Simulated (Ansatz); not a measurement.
Coupled-cluster diagnostics for Li3H5⁺ (the lowest doublet isomer of a short search), Ansatz.

Geometry of the doublet (PBE0-D4/def2-TZVP):

```csv
atom,x (Å),y (Å),z (Å)
Li1,0.728,0.246,-0.802
Li2,2.837,1.352,-3.073
Li3,-1.383,-0.788,1.493
H4,-2.752,-0.712,3.048
H5,1.499,1.342,-2.024
H6,2.141,0.296,-1.936
H7,-0.342,-0.283,0.362
H8,-2.728,-1.454,2.930
```

Correlated methods freeze no core orbitals; core or outer-core shells of Li are correlated, in sets that lack core-valence functions. In the doublet, H4 and H8 lie 0.75 Å apart, H5 and H6 lie 1.23 Å apart (atoms count from 1), so H2 has formed as a molecule. In the quartet geometry the species has come apart into loosely held pieces. In the quartet, H4 and H8 lie 0.75 Å apart, H5 and H6 lie 1.22 Å apart (atoms count from 1), so H2 has formed as a molecule. The structure comes from a short search, and lower isomers may exist.

Geometry of the charge 1 quartet (PBE0-D4/def2-TZVP):

Cartesian coordinates in Å:
```
Li -0.448 -0.281 1.323
Li -0.556 0.418 4.525
Li -0.326 -0.941 -1.970
H 0.055 -1.032 -4.293
H 0.022 -0.220 3.049
H -1.029 0.376 2.884
H 2.736 3.261 -1.281
H -0.454 -1.580 -4.237
```

Q: Estimate the CCSD(T) correlation energy, the shares of MP2 and (T), T1 and the reference's ⟨S²⟩ for: charge 1, doublet, own geometry in def2-TZVPP; charge 1, quartet, own geometry in def2-TZVPP; and the rough time on 4 threads of Intel Xeon on a shared host.

A: 
```json
{"state": "charge 1, doublet, own geometry", "basis": "def2-TZVPP", "correlation (eV)": "-6.332", "MP2 share (%)": "82.8", "(T) share (%)": "0.4", "T1": "0.006", "⟨S²⟩ (pure)": "0.76 (0.75)", "wall time": "17 s"}
{"state": "charge 1, quartet, own geometry", "basis": "def2-TZVPP", "correlation (eV)": "-5.382", "MP2 share (%)": "83.5", "(T) share (%)": "0.4", "T1": "0.007", "⟨S²⟩ (pure)": "3.76 (3.75)", "wall time": "17 s"}
```
Customary marks for T1 are 0.02 (closed shells), 0.045 (open shells) and about 0.05 (3d metals). T1 stays under 0.02 throughout.
